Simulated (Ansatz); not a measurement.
Two structures of CH₆BCl, closed shell, reached by relaxing down either side of one saddle point (PBE0-D4/def2-TZVP). Energies are electronic, without zero-point energy. Ansatz 0.2.0; basis: def2-TZVPP and def2-QZVPP; cores frozen in the correlated methods. Extrapolation: Hartree–Fock as exp(−7.88 √X), correlation as X^−2.97. First:

```
9
angstrom
B -0.7146 0.1476 -1.7344
Cl 0.5483 1.0657 -2.4908
H -0.6443 -1.0397 -1.7721
H -1.6106 0.7412 -1.2237
H 1.0387 0.3562 0.6747
C 0.4842 -0.1826 1.4431
H 0.2680 0.4919 2.2708
H 1.0833 -1.0200 1.7992
H -0.4531 -0.5603 1.0334
```

Second:

```csv
atom,x (Å),y (Å),z (Å)
B1,-0.7602,-0.2649,-0.4722
Cl2,1.1284,1.1461,-1.7552
H3,-0.6398,-1.1695,-1.2484
H4,-1.5797,0.5766,-0.7088
H5,1.8637,1.2335,-0.7104
C6,-0.0892,-0.3379,0.9354
H7,0.0300,0.6243,1.4392
H8,0.8487,-0.8973,0.9702
H9,-0.8019,-0.9108,1.5504
```

(1) Which bonds change from the first to the second?

(2) Give the saddle point's structure and its height above each. (An estimate is asked for; the value comes from the calculation.)

The T1 diagnostic stays at or below 0.011. The start structure is not quite a true minimum (one mode of 46i cm⁻¹). The end structure is not quite a true minimum (one mode of 54i cm⁻¹).

Results:

(1) BH₂Cl ([BH2][Cl]) + CH₄ → CH₅B ([BH2][CH3]) + HCl; bonds formed: B1–C6, Cl2–H5; bonds broken: B1–Cl2, H5–C6.

(2) By the calculation: 1.736 eV above the first and 0.761 eV above the second (CCSD(T) at an estimated basis limit (MP2 extrapolated from triple and quadruple zeta, plus CCSD(T) − MP2 in triple zeta)).
```xyz
9
angstrom
B -0.5119 -0.0658 -0.6828
Cl 1.0148 1.0578 -1.6504
H -0.4880 -1.1041 -1.2633
H -1.4461 0.6704 -0.7150
H 0.7708 0.5033 -0.2807
C 0.1422 -0.1904 0.8653
H 0.2023 0.7092 1.4809
H 1.0282 -0.8114 1.0112
H -0.7124 -0.7690 1.2348
```

Labels in which every atom is bracketed show which atoms are joined, not bond orders.

For scale, one of the runs: CCSD(T)/def2-TZVPP, 188 basis functions, launched by `ansatz run in.yaml --threads 2 --pin off --events-out ev --progress --plain --max-ram 4352MiB`. Time: 39 s of wall clock on 2 CPU threads of an Arm Neoverse V1; the host was shared. Peak host memory: 1.9 GiB.
